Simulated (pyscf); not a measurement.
Single points on ωB97X-D3(BJ)/def2-SVP structures (PySCF, gas phase).

### Question
`[NH]=[Nb]([OH])([Cl])[Cl]` + `[ClH]` → `[NH]=[Nb]([Cl])([Cl])[Cl]` + `[OH2]`
Surface: singlet. Broken: Nb–O, Cl–H. Formed: Cl–Nb, H–O. Give ΔE‡ and ΔE from ωB97M-D3(BJ)/def2-TZVP, relative to the separated reactants.

### Answer
ΔE‡ = 19.7 kJ/mol, ΔE = -12.7 kJ/mol. Zero-point energy shifts the barrier by +1.4 kJ/mol. It is a four-centre exchange, with an imaginary mode of 814i cm⁻¹. On the reactant side the descent ends in a complex, 24.7 kJ/mol under the separated species and 30.3 kJ/mol under the saddle at ωB97X-D3(BJ)/def2-TZVP. On the product side the descent ends in an adduct with a Nb–O contact (not fully relaxed), 6.3 kJ/mol under the separated species and 36.4 kJ/mol under the saddle at ωB97X-D3(BJ)/def2-TZVP. What is counted as broken (Nb–O) persists as a longer contact in the product adduct; parting that adduct is a step of its own. At ωB97X-D3(BJ)/def2-TZVP the barrier from the zero used here is 5.6 kJ/mol. HN=Nb(OH)(Cl)–Cl lies 60.8 kJ/mol over its isomer H₂N–Nb(=O)(Cl)–Cl (electronic energy, ωB97M-D3(BJ)/def2-TZVP). One saddle was located; it need not be the lowest between these sides. Elements past Kr carry the def2 core potentials, without spin-orbit coupling.
